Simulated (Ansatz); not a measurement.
```yaml
crystal:
  periodic: [false, false, false]
  atoms:
    - {symbol: C, position_ang: [0.000000, 0.000000, -1.419626]}
    - {symbol: B, position_ang: [0.000000, 0.000000, 0.000000]}
    - {symbol: C, position_ang: [0.000000, 0.000000, 1.419626]}
basis:
  gaussian: {orbitals: def2-TZVP}
magnetization: {spin_polarized: true, initial_magnetization: 3}
hamiltonian: {xc: pbe0}
relax: {f_tol: 0.004, max_steps: 80}
```

```sh
$ ansatz run in.yaml --threads 1 --pin off --events-out ev --progress --plain --max-ram 2176MiB
```

Steps of the relaxation (energy above the last step; positions in Å, forces in eV/Å):

```
3
step 1, 67.3 meV
C     0.000    0.000   -1.420    0.000    0.000   -2.245
B     0.000    0.000    0.000    0.000    0.000    1.686
C     0.000    0.000    1.420    0.000    0.000    0.559
```

```
3
step 2, 8.2 meV
C     0.000    0.000   -1.448    0.000    0.000   -0.737
B     0.000    0.000    0.010    0.000    0.000    0.631
C     0.000    0.000    1.439    0.000    0.000    0.106
```

```
3
step 3, 0.1 meV
C     0.000    0.000   -1.462    0.000    0.000   -0.077
B     0.000    0.000    0.016    0.000    0.000    0.102
C     0.000    0.000    1.447    0.000    0.000   -0.026
```

```
3
step 5, 0.0 meV
C     0.000    0.000   -1.464    0.000    0.000    0.000
B     0.000    0.000    0.017    0.000    0.000    0.001
C     0.000    0.000    1.447    0.000    0.000   -0.001
```

Close pairs at the end: B2–C3 1.430 Å, C1–B2 1.480 Å.

A stationary point of unrestricted PBE0 after 5 steps, with ⟨S²⟩ = 4.076 against 3.75 for a pure state; no frequencies were run, so it isn't proven a minimum. 78 s on 1 thread of Arm Neoverse N1, shared host.
